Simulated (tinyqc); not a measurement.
Ways to converge the cycle: SCF convergence aids in the sto-3g basis, for CH3+, spin multiplicity 1. Computed by the program tinyqc with PySCF. Command: `OMP_NUM_THREADS=1 python tinyqc.py 111381 111382 out.jsonl`; one thread of a shared host (Intel(R) Xeon(R) Processor @ 2.60GHz), about 0.7 s.

Geometry (angstrom):
```
atom        x        y       z
C      0.0000   0.0000  0.0510
H      1.0140   0.0000  0.0000
H     -0.5070   0.8780  0.0000
H     -0.5070  -0.8780  0.0000
```

lowest restricted solution found by these runs and by PySCF = -38.747432 hartree

RHF with one setting changed at a time; a run stops when the energy changes by less than 1e-09 hartree and the error matrix is below 1e-5. The start is the core Hamiltonian. Damping d keeps d of the old density; a shift (hartree) raises the virtual levels; DIIS n extrapolates F over n matrices.

Largest element of the error matrix X^T (FDS - SDF) X:
```
iteration    plain  damping 0.3  damping 0.6  shift 0.4   DIIS 3   DIIS 8
1          8.1e-01      8.1e-01      8.1e-01    8.1e-01  8.1e-01  8.1e-01
2          7.1e-02      2.9e-01      5.4e-01    3.0e-01  7.1e-02  7.1e-02
3          4.1e-03      9.1e-02      3.4e-01    6.8e-02  4.3e-03  4.3e-03
4          1.0e-03      2.8e-02      2.1e-01    1.6e-02  8.3e-04  8.3e-04
5          2.5e-04      8.5e-03      1.3e-01    4.2e-03  8.5e-06  7.6e-06
6          6.2e-05      2.6e-03      7.8e-02    1.3e-03  2.2e-06  7.7e-07
8          3.8e-06      3.7e-04      2.9e-02    2.8e-04        -        -
10               -      8.3e-05      1.0e-02    6.0e-05        -        -
14               -      4.1e-06      1.4e-03          -        -        -
20               -      4.7e-08      7.8e-05          -        -        -
30               -            -      2.2e-06          -        -        -
```

How each run ends:
```
run          iterations  E (hartree)         state
plain                 8   -38.747432  lowest found
damping 0.3          20   -38.747432  lowest found
damping 0.6          43   -38.747432  lowest found
shift 0.4            13   -38.747432  lowest found
DIIS 3                6   -38.747432  lowest found
DIIS 8                6   -38.747432  lowest found
```

6 of 6 runs reach the lowest restricted solution found, in 6 to 43 iterations (fastest: DIIS 3, DIIS 8). Plain steps already contract here, so damping only slows them. DIIS 3 and DIIS 8 gain by cancelling the error over several earlier matrices, much as a quasi-Newton step does.
